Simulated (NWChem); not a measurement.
# How the cost of CCSD grows with the basis: SiH3F

SiH3F has 5 atoms, charge 0, and is taken as a singlet. As SMILES, `F[SiH3]`. The shape is that of a PBE0-D4/def2-TZVP optimisation.

CCSD, 6 core orbitals frozen, energy, NWChem 7.3.0, on 1 thread of Intel Xeon at 2.60GHz (Ice Lake), shared host. N is the number of basis functions, t the processor time.

```
      basis   N  t (s)   ln N   ln t
      6-31G  28    4.2  3.332  1.435
   6-31G(d)  38      7  3.638  1.946
 6-31G(d,p)  47     11  3.850  2.398
6-311G(d,p)  62      ?  4.127      ?
```

**Question.** Fit t = C·Nᵖ to the known rows and estimate the time in 6-311G(d,p).

**Answer.** 
1. Means of the 3 rows: ln N = 3.60667, ln t = 1.9263.
2. Σ(Δln N)² = 0.13563, Σ(Δln N·Δln t) = 0.25034, so the slope is 0.25034/0.13563 = 1.8458.
3. Intercept: 1.9263 − (1.8458) × 3.60667 = -4.7309. The largest residual of the fit is 0.038.
4. ln t = -4.7309 + 1.8458 × 4.127, so t ≈ 18 s.

The run took 22 s, so the estimate is too short by a factor of about 1.2. The fitted power is 1.8, with the electron count fixed.
